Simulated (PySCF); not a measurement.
isobutene (C4H8), SMILES C=C(C)C. The structure is a stationary point at PBE0-D3(BJ)/def2-SVP.

Give the equilibrium geometry at PBE0-D3(BJ)/def2-SVP (PySCF confirms it by a frequency run) as a Z-matrix, and its point group. (The exact figures need the calculation; the answer reports its results.)

point group C2v.
```
C
C 1 1.3379
H 2 1.0937 1 121.41
H 2 1.0937 3 117.19 1 -180.00
C 1 1.4998 2 122.15 3 0.00
H 5 1.0988 1 112.03 2 0.00
H 5 1.1034 6 108.26 1 -122.54
H 5 1.1034 6 108.26 7 -114.92
C 1 1.4998 2 122.15 3 180.00
H 9 1.0988 1 112.03 2 0.00
H 9 1.1034 10 108.26 1 122.54
H 9 1.1034 10 108.26 11 114.92
```
Charge 0, spin multiplicity 1.
